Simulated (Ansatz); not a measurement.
Process, species as SMILES: [PH2] (PH2) → 2 H atom + P atom
B3LYP-D3(BJ)/def2-TZVP geometries, fixed; electronic energies without zero-point terms.

Basis-set convergence of the atomisation energy at HF with Ansatz (an electronic-structure program). Cartesian d functions, on some or all atoms, in 6-31+G*, 6-311G**; all else is spherical. Open shells are unrestricted. No added dispersion term, no relativity. Functions are those of the species that has most. Reference: the value in aug-pcseg-3, 109.04 kcal/mol, itself unsure by roughly 0.07 kcal/mol (its mean distance from aug-cc-pV(Q+d)Z, cc-pV(5+d)Z, def2-QZVPPD). Deviations are taken from unrounded values.

```json
[
 {"basis": "STO-3G", "functions": "11", "atomisation energy (kcal/mol)": "141.85", "minus reference (kcal/mol)": "32.82"},
 {"basis": "3-21G", "functions": "17", "atomisation energy (kcal/mol)": "79.61", "minus reference (kcal/mol)": "-29.43"},
 {"basis": "6-31G", "functions": "17", "atomisation energy (kcal/mol)": "78.85", "minus reference (kcal/mol)": "-30.18"},
 {"basis": "def2-SV(P)", "functions": "22", "atomisation energy (kcal/mol)": "100.87", "minus reference (kcal/mol)": "-8.17"},
 {"basis": "6-31+G*", "functions": "27", "atomisation energy (kcal/mol)": "102.24", "minus reference (kcal/mol)": "-6.79"},
 {"basis": "cc-pV(D+d)Z", "functions": "33", "atomisation energy (kcal/mol)": "105.56", "minus reference (kcal/mol)": "-3.48"},
 {"basis": "6-311G**", "functions": "39", "atomisation energy (kcal/mol)": "105.33", "minus reference (kcal/mol)": "-3.71"},
 {"basis": "aug-pcseg-1", "functions": "45", "atomisation energy (kcal/mol)": "106.84", "minus reference (kcal/mol)": "-2.19"},
 {"basis": "def2-TZVP", "functions": "49", "atomisation energy (kcal/mol)": "108.21", "minus reference (kcal/mol)": "-0.83"},
 {"basis": "aug-cc-pV(D+d)Z", "functions": "50", "atomisation energy (kcal/mol)": "106.26", "minus reference (kcal/mol)": "-2.78"},
 {"basis": "6-311++G(2d,2p)", "functions": "55", "atomisation energy (kcal/mol)": "107.46", "minus reference (kcal/mol)": "-1.58"},
 {"basis": "def2-TZVPD", "functions": "61", "atomisation energy (kcal/mol)": "108.39", "minus reference (kcal/mol)": "-0.64"},
 {"basis": "pcseg-2", "functions": "62", "atomisation energy (kcal/mol)": "107.86", "minus reference (kcal/mol)": "-1.18"},
 {"basis": "cc-pV(Q+d)Z", "functions": "124", "atomisation energy (kcal/mol)": "108.92", "minus reference (kcal/mol)": "-0.12"},
 {"basis": "def2-QZVPP", "functions": "130", "atomisation energy (kcal/mol)": "108.88", "minus reference (kcal/mol)": "-0.15"},
 {"basis": "pcseg-3", "functions": "130", "atomisation energy (kcal/mol)": "108.95", "minus reference (kcal/mol)": "-0.09"},
 {"basis": "def2-QZVPPD", "functions": "142", "atomisation energy (kcal/mol)": "108.92", "minus reference (kcal/mol)": "-0.12"},
 {"basis": "aug-cc-pV(Q+d)Z", "functions": "181", "atomisation energy (kcal/mol)": "108.97", "minus reference (kcal/mol)": "-0.06"}
]
```
